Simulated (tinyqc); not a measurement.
Orbital energy against energy difference: ionisation energy by orbital energies and by energy differences in the 6-31g* basis, for CO, spin multiplicity 1. Computed by the program tinyqc with PySCF. The cation is unrestricted; errors are against CCSD(T) in this basis, not against experiment.

Geometry (angstrom):
```
atom       x       y       z
C     0.0000  0.0000  0.0000
O     0.0000  0.0000  1.0720
```

CCSD(T) difference in the same basis = 13.4541 eV

IP-EOM-CCSD = 13.6364 eV

First vertical ionisation energy (eV):
```
method     -e(HOMO)  E(cation) - E  error of -e(HOMO)  error of the difference
HF          14.6968      12.896531             1.2428                  -0.5575
LDA          8.4122      13.788232            -5.0419                   0.3342
PBE          8.3732      13.575216            -5.0809                   0.1212
B3LYP        9.8989      13.901328            -3.5551                   0.4473
PBE0        10.2001      13.752251            -3.2539                   0.2982
CAM-B3LYP   11.7617      13.967721            -1.6924                   0.5137
LC-wPBE     13.3086      13.883553            -0.1454                   0.4295
```

What does the comparison show, and why?

Koopmans errs by +1.24 eV and Delta-HF by -0.56 eV: relaxation, 1.80 eV, lowers the value and the missing correlation difference works against it. The PBE level is off by -5.1 eV through the wrong tail of its potential, though its energy difference is off by +0.12 eV; exact exchange deepens the level, and among the orbital energies LC-wPBE comes closest; among the differences PBE does.
